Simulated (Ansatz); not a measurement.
CsCl-type TlBr was calculated with HSE06+SOC (plane waves, PAW; Ansatz, an electronic-structure program).

Numerical settings: plane-wave cutoff 460 eV, 6×6×6 k mesh, Fermi–Dirac smearing 0.01 eV, PAW data made under PBE.

The cell has the measured lattice: a = 3.9800 Å, b = 3.9800 Å, c = 3.9800 Å, α = 90.00°, β = 90.00°, γ = 90.00°.

Task: Predict the band gap, smallest direct gap on the k points sampled and direct gap at Γ.

Result: 
- band gap = 1.91 eV (on the SCF k mesh) (indirect)
- smallest direct gap on the k points sampled = 2.34 eV
- direct gap at Γ = 8.16 eV

Note: cell and atoms aren't relaxed at this level (pressure 0.7 GPa).

The computed numbers hold no vibrational or temperature effects.
